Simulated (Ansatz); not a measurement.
Relaxed structures of CH₃MgS (charge +1), closed shell (PBE0-D4/def2-TZVP; forces vanish, vibrations not checked; lower isomers may exist, and structures with a doubtful reference or unclear bonds are left out; Å). Ansatz 0.2.0; basis: def2-TZVPP; cores frozen in the correlated methods. The outer core shell of Li, Na, Mg and K is correlated. The def2 sets are not built for correlating such inner shells, so the correlated values are less sure here.

Question: Rank them by CCSD(T) energy, lowest first, and give each one's height above the lowest. Links in brackets join atoms within 1.22 times the sum of their covalent radii (1.1 for two metals). (An estimate is asked for; the value comes from the calculation.)
A.
CH₃MgS ([MgH][CH][SH]), total charge +1
```
6
angstrom
Mg -1.3129 -0.0041 -0.8997
C 0.7772 -0.0143 -0.2061
S 1.4847 0.0107 1.2490
H -2.9386 0.0060 -1.2639
H 1.5820 -0.0422 -0.9521
H 0.4077 0.0438 2.0729
```
B.
CH₃MgS ([Mg][CH2][SH]), total charge +1
```
6
angstrom
Mg -1.1452 0.5821 -0.9484
C 0.6549 -0.2124 -0.0176
S 1.3643 0.7339 1.2710
H 0.3666 -1.2235 0.2638
H 1.3313 -0.2293 -0.8725
H 0.6276 0.2450 2.2835
```
C.
CH₃MgS ([CH2][Mg][SH]), total charge +1
```
6
angstrom
Mg 0.5058 -0.0218 0.3658
C -0.3469 -0.0361 -1.6342
S 1.5965 -0.0365 2.3506
H -1.4062 0.0901 -1.8868
H 0.2210 -0.1722 -2.5623
H 0.4774 0.1569 3.0764
```

Answer: The calculation gives: B (0.00 kcal/mol), A (22.24 kcal/mol), C (34.89 kcal/mol). Heights count from the lowest.

The T1 diagnostic stays at or below 0.018. The restricted Hartree–Fock reference is unstable towards an unrestricted one at one or more of these structures.

For scale, one of the runs: CCSD(T)/def2-TZVPP, 147 basis functions, launched by `ansatz run in.yaml --threads 2 --pin off --events-out ev --progress --plain --max-ram 4352MiB`. The run took 25 s on 2 CPU threads of an Arm Neoverse V1 (shared host), with 0.95 GiB of host memory at its peak.
